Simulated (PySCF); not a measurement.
ClH.
Atom-mapped SMILES: `[ClH:1]` (hydrogens: H2 on Cl1)

Structure used (CAM-B3LYP/def2-TZVP), in Å, numbered top down from 1:
```
atom  x, y, z in Å
Cl1    0.642   -0.003   -0.002
H2    -0.637    0.005   -0.012
```

Method used: CAM-B3LYP/def2-TZVP geometry optimisation, gas phase (PySCF 2.14.0).

Masses are those of the commonest isotopes; rigid-rotor values at the optimised geometry. 

What are the moment of inertia and the rotational constant?

I = 1.602 u·Å², B = 505379 MHz·u·Å²/I = 315528 MHz (10.5249 cm⁻¹, or 15.143 K as hB/k). For two atoms I = μr² with μ = 0.9796 u and r = 1.2787 Å.

List the first levels of a rigid rotor in a Σ state.

E(J) = BJ(J+1): J = 1: 21.050, J = 2: 63.149, J = 3: 126.299, J = 4: 210.498, J = 5: 315.747, J = 6: 442.045 cm⁻¹.

Where do the first rotational lines fall?

The dipole is 1.27 D; J+1 ← J lies at 2B(J+1): 1 ← 0 at 631.06 GHz, 2 ← 1 at 1262.11 GHz, 3 ← 2 at 1893.17 GHz, 4 ← 3 at 2524.22 GHz, 5 ← 4 at 3155.28 GHz, 6 ← 5 at 3786.34 GHz.

Estimate the classical rotational partition function at 298.15 K.

Point group C∞v, symmetry number σ = 1; q = kT/(σhB), k/h = 20836.6 MHz/K: 19.7 at 298.15 K.

Not checked by CAM-B3LYP/def2-TZVP frequencies. These are rigid-rotor constants of the computed structure; measured ground-state constants (B0) also hold zero-point vibration.

Time: 0.97 s; peak memory 0.29 GiB. Hardware: an Arm Neoverse V1 with one thread, shared host. That covers the optimisation of the geometry.
